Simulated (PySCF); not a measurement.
# Dipole moment and polarisability across levels of theory

Species: FH5Si2.
SMILES: `F[SiH2][SiH3]`

PySCF, dipoles from the SCF density, polarisabilities from static response with core orbitals frozen. Isolated species at its PBE0-D3(BJ)/def2-SVP geometry, gas phase.

The anisotropy is √(½[(α1 − α2)² + (α2 − α3)² + (α3 − α1)²]).

| level | μ (D) | α (Å³) | anisotropy (Å³) |
| --- | --- | --- | --- |
| LDA/def2-SVPD | 1.477 | 9.33 | 2.83 |
| PBE/def2-SVPD | 1.403 | 9.09 | 2.68 |
| B3LYP/def2-SVPD | 1.497 | 8.77 | 2.45 |
| PBE0/def2-SVPD | 1.504 | 8.73 | 2.43 |
| BHandHLYP/def2-SVPD | 1.597 | 8.40 | 2.21 |
| CAM-B3LYP/def2-SVPD | 1.547 | 8.65 | 2.30 |
| wB97X-D/def2-SVPD | 1.522 | 8.65 | 2.31 |
| LC-wPBE/def2-SVPD | 1.529 | 8.49 | 2.16 |
| HF/def2-SVPD | 1.642 | 7.99 | 1.90 |
| PBE0/6-31G* | 1.367 | 6.96 | 2.40 |
| PBE0/6-31+G* | 1.594 | 7.71 | 2.31 |
| PBE0/def2-SVP | 1.390 | 7.59 | 2.13 |
| PBE0/aug-cc-pVDZ | 1.462 | 8.88 | 2.48 |
| PBE0/def2-TZVP | 1.378 | 8.29 | 2.37 |
| PBE0/def2-TZVPD | 1.407 | 8.83 | 2.50 |
| PBE0/aug-cc-pVTZ | 1.421 | 8.88 | 2.51 |

The dipole runs from 1.37 D (PBE0/6-31G*) to 1.64 D (HF/def2-SVPD). No reference polarisability is at hand; against PBE0 in the largest diffuse basis at hand (aug-cc-pVTZ) the other PBE0 rows deviate by 6-31G* -22%, 6-31+G* -13%, def2-SVP -14%, def2-SVPD -2%, aug-cc-pVDZ 0%, def2-TZVP -7%, def2-TZVPD -1%. In one basis (def2-SVPD) the functionals order the polarisability from HF (lowest) to LDA (highest), a spread of 17%. With PBE0 the polarisability is 7.61 Å³ without diffuse functions (mean of 6-31G*, def2-SVP and def2-TZVP) and 8.60 Å³ with them (mean of 6-31+G*, def2-SVPD, aug-cc-pVDZ, def2-TZVPD and aug-cc-pVTZ).

Without π bonds the low states are Rydberg-like; a valence basis with one diffuse set may place them up to an eV too high.
